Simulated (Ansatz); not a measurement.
Species: C5H8, SMILES `C1CC12CC2` (charge 0, multiplicity 1).

Task: Give a relaxed geometry from B3LYP-D3(BJ)/def2-TZVP run with Ansatz (a first-principles code).

Result: the end point of this relaxation (outside a Z-matrix the atoms follow the SMILES, hydrogens last).
Cartesian coordinates (Å) in one orientation:
```xyz
13

C      1.239    -0.091    -0.800
C      1.164    -0.677     0.608
C      0.000     0.000     0.000
C     -0.965     1.050     0.386
C     -1.437    -0.281    -0.194
H      1.267    -0.784    -1.632
H      1.831     0.805    -0.940
H      1.143    -1.756     0.702
H      1.707    -0.167     1.394
H     -1.051     1.929    -0.241
H     -1.140     1.229     1.440
H     -1.834    -0.278    -1.202
H     -1.923    -0.977     0.479
```
